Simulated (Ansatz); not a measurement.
`C/C=N/C(=O)O` + H₂ → `O=CO` + `CC=N` at 298.15 K and 1 bar (hydrogenolysis of a C–N bond).

Gas-phase electronic energies from Ansatz, PBE0-D4/def2-TZVP geometries. CBS: MP2 limit from def2 TZ/QZ plus the TZ coupled-cluster correction, frozen cores. This one scheme is used for every species. Each species was taken in one conformer, which may not be the lowest.

```tsv
species	CCSD(T)/CBS energy (Eh)	H − E (kJ/mol)	S (J/(mol·K))
`C/C=N/C(=O)O`	-322.20955	239.9	335.0
H₂	-1.17544	35.1	130.4
`O=CO`	-189.60296	100.2	248.1
`CC=N`	-133.79309	193.1	262.7
```

H − E and S are ideal-gas, rigid-rotor, harmonic terms from PBE0-D4/def2-TZVP, for one conformer and one mirror image of each species. The MP2-based limit puts H₂ 0.8 mEh under its directly extrapolated value; such offsets cancel only in part. 1 Eh = 2625.50 kJ/mol, R = 8.31446 J/(mol·K).

**Question.** By hand: ΔE, ΔH, ΔS and ΔG.

**Answer.** ΔE = (-189.60296) + (-133.79309) − (-322.20955) − (-1.17544) = -0.01106 Eh = -29.0 kJ/mol. Δ(H − E) = 100.2 + 193.1 − 239.9 − 35.1 = 18.3, so ΔH = -10.7 kJ/mol. ΔS = 248.1 + 262.7 − 335.0 − 130.4 = 45.4 J/(mol·K). ΔG = -10.7 − 298.15 × (45.4)/1000 = -24.2 kJ/mol.

**Question.** By hand: the equilibrium constant, and the temperature at which ΔG would vanish if ΔH and ΔS stayed fixed.

**Answer.** log₁₀ K = −ΔG/(RT ln 10) = 4.2. ΔH and −TΔS have one sign here, so there is no such temperature.

TΔS isn't small against ΔH here. A doubt of 5 kJ/mol in ΔE shifts log₁₀ K by 0.9 here. Other conformers and mirror images would add mixing entropy, several J/(mol·K) or more a flexible species. Modes under 60 cm⁻¹, often nearly free rotors, make the harmonic entropy too high. These are equilibria of isolated gas molecules and say nothing of rates. Largest T1 diagnostic: 0.016 (customary marks: 0.02 for closed shells, 0.045 for open ones).
